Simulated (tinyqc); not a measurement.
Extended Hueckel theory, for N2, step by step. Computed by tinyqc, a small Python program that keeps every step (integrals from PySCF). Settings: charge = 0, K = 1.75, multiplicity = 1. Command: `OMP_NUM_THREADS=1 python tinyqc.py 27233 27234 out.jsonl` (the two numbers bound the seeds that draw the settings). One thread of a shared host (Intel(R) Xeon(R) Processor @ 2.60GHz), about 0.01 s of CPU time with the checks.

## Overlaps

Geometry (angstrom):
```
atom         x         y         z
N     0.000000  0.000000  0.000000
N     0.000000  0.000000  1.178000
```

Parameters chosen for this run:
```
element  shell  Slater exponent   H_ii (eV)
N           2s         1.950000  -26.000000
N           2p         1.950000  -13.400000
```

Slater orbitals, each expanded in six Gaussians scaled to its exponent.

overlap S, lower triangle:
```
            1N 2s    1N 2px    1N 2py     1N 2pz     2N 2s    2N 2px    2N 2py    2N 2pz
1N 2s    1.000000
1N 2px   0.000000  1.000000
1N 2py   0.000000  0.000000  1.000000
1N 2pz   0.000000  0.000000  0.000000   1.000000
2N 2s    0.399789  0.000000  0.000000   0.408713  1.000000
2N 2px   0.000000  0.238764  0.000000   0.000000  0.000000  1.000000
2N 2py   0.000000  0.000000  0.238764   0.000000  0.000000  0.000000  1.000000
2N 2pz  -0.408713  0.000000  0.000000  -0.331699  0.000000  0.000000  0.000000  1.000000
```

## Wolfsberg-Helmholz matrix

diagonal H_ii (eV): 1N 2s -26.000000, 1N 2px -13.400000, 1N 2py -13.400000, 1N 2pz -13.400000, 2N 2s -26.000000, 2N 2px -13.400000, 2N 2py -13.400000, 2N 2pz -13.400000

K = 1.750000

H_ij = K' S_ij (H_ii + H_jj)/2 for i != j (the diagonal keeps H_ii), with K' = 1.75.

H (eV), lower triangle:
```
             1N 2s      1N 2px      1N 2py      1N 2pz       2N 2s      2N 2px      2N 2py      2N 2pz
1N 2s   -26.000000
1N 2px    0.000000  -13.400000
1N 2py    0.000000    0.000000  -13.400000
1N 2pz    0.000000    0.000000    0.000000  -13.400000
2N 2s   -18.190421    0.000000    0.000000  -14.090395  -26.000000
2N 2px    0.000000   -5.599021    0.000000    0.000000    0.000000  -13.400000
2N 2py    0.000000    0.000000   -5.599021    0.000000    0.000000    0.000000  -13.400000
2N 2pz   14.090395    0.000000    0.000000    7.778342    0.000000    0.000000    0.000000  -13.400000
```

## Orbitals

valence electrons = 10

Solve H C = S C e through S^(-1/2); fill by pairs from the bottom, a degenerate level sharing its electrons equally; each orbital has its largest coefficient positive (the first on a tie).

orbital energies (eV): -31.615952  -20.203953  -15.337076  -15.337076  -13.742535  -10.247783  -10.247783  32.697998

occupations: 2.000000  2.000000  2.000000  2.000000  2.000000  0.000000  0.000000  0.000000

coefficients:
```
              MO1        MO2       MO3        MO4        MO5        MO6        MO7        MO8
1N 2s    0.587303   0.564096  0.000000   0.000000  -0.217789   0.000000   0.000000   1.053249
1N 2px   0.000000   0.000000  0.053592   0.633053   0.000000  -0.526557   0.616088   0.000000
1N 2py   0.000000   0.000000  0.633053  -0.053592   0.000000   0.616088   0.526557   0.000000
1N 2pz   0.032798  -0.417508  0.000000   0.000000   0.641360   0.000000   0.000000   1.052511
2N 2s    0.587303  -0.564096  0.000000   0.000000  -0.217789   0.000000   0.000000  -1.053249
2N 2px   0.000000   0.000000  0.053592   0.633053   0.000000   0.526557  -0.616088   0.000000
2N 2py   0.000000   0.000000  0.633053  -0.053592   0.000000  -0.616088  -0.526557   0.000000
2N 2pz  -0.032798  -0.417508  0.000000   0.000000  -0.641360   0.000000   0.000000   1.052511
```

sum of one-electron energies = -192.473184 eV

Within a degenerate level the vectors are fixed only up to a rotation; this is one choice.

## Mulliken analysis

P = C n C^T; charge = valence electrons (N 5) minus the sum of (P S)_ii on the atom; overlap population = 2 sum P_ij S_ij between two atoms.

charges: 1N 0.000000, 2N 0.000000

Overlap populations:
```
pair     value
2-1   1.581804
```
